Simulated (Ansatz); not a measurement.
# Re (hcp): energy against volume

Level of theory: DFT, revPBE, plane waves (420 eV) with PAW, scalar-relativistic (Ansatz 0.2.0). (PAW data from PBE, frozen cores regenerated.)

The cell is scaled uniformly from the relaxed one, with fractional coordinates and shape fixed. Energies are extrapolated to zero smearing, pressures are those at the given smearing. Magnetic state: spin not included.

A Birch-Murnaghan fit gives V₀ = 15.06 Å³/atom, B₀ = 355 GPa, B₀′ = 4.5.

Question: What are the energy above the minimum and the pressure at 14.467 Å³/atom?

Answer: 28.0 meV/atom and 15.88 GPa as computed.

Question: What are the energy above the minimum and the pressure at 15.672 Å³/atom?

Answer: 25.6 meV/atom and -12.76 GPa as computed.

Question: What are the energy above the minimum and the pressure at 16.275 Å³/atom?

Answer: 94.3 meV/atom and -22.98 GPa as computed.
